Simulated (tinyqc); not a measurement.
Ways to converge the cycle: SCF convergence aids in the sto-3g basis, for BH, spin multiplicity 3. Computed by the program tinyqc with PySCF. UHF with one setting changed at a time; a run stops when the energy changes by less than 1e-09 hartree and the error matrix is below 1e-5. The start is the core Hamiltonian. Damping d keeps d of the old density; a shift (hartree) raises the virtual levels; DIIS n extrapolates F over n matrices.

Geometry (angstrom):
```
atom       x       y       z
B     0.0000  0.0000  0.0000
H     0.0000  0.0000  1.1190
```

lowest solution found by these runs and by PySCF with stability checks = -24.750549 hartree

Largest element of the error matrix X^T (FDS - SDF) X:
```
iteration    plain  damping 0.3  damping 0.6  shift 0.4   DIIS 3   DIIS 8
1          3.2e-01      3.2e-01      3.2e-01    3.2e-01  3.2e-01  3.2e-01
2          7.7e-02      1.5e-01      2.3e-01    1.6e-01  7.7e-02  7.7e-02
3          2.9e-02      7.6e-02      1.6e-01    6.9e-02  2.9e-02  2.9e-02
4          2.1e-02      4.2e-02      1.1e-01    3.6e-02  1.7e-02  1.7e-02
5          1.6e-02      2.7e-02      8.2e-02    2.4e-02  4.2e-03  3.4e-03
6          1.1e-02      2.0e-02      6.0e-02    2.0e-02  4.8e-04  3.9e-04
8          5.4e-03      1.2e-02      3.5e-02    1.4e-02  9.2e-06  1.1e-06
10         2.5e-03      7.7e-03      2.3e-02    8.9e-03        -        -
14         5.3e-04      2.9e-03      1.2e-02    3.6e-03        -        -
20         5.1e-05      6.3e-04      5.5e-03    9.0e-04        -        -
30               -      4.9e-05      1.4e-03    8.7e-05        -        -
45               -            -      1.8e-04          -        -        -
60               -            -      2.3e-05          -        -        -
```

How each run ends:
```
run          iterations  E (hartree)                                                        state
plain                25   -24.594683                                                       higher
damping 0.3          37   -24.594683                                                       higher
damping 0.6         >60   -24.594683  falls steadily but slowly, by a factor of about 0.87 a step
shift 0.4            40   -24.594683                                                       higher
DIIS 3                9   -24.594683                                                       higher
DIIS 8                9   -24.594683                                                       higher
```

What does the comparison show, and why?

No run reaches the lowest solution found. Ending on a higher stationary point: plain, damping 0.3, shift 0.4, DIIS 3, DIIS 8; a small error matrix cannot reveal that, and an occupation fixed by the start is kept by symmetry or by the shape of the basin. Not converged: damping 0.6. Plain steps already contract here, so damping only slows them. DIIS 3 and DIIS 8 gain by cancelling the error over several earlier matrices, much as a quasi-Newton step does.
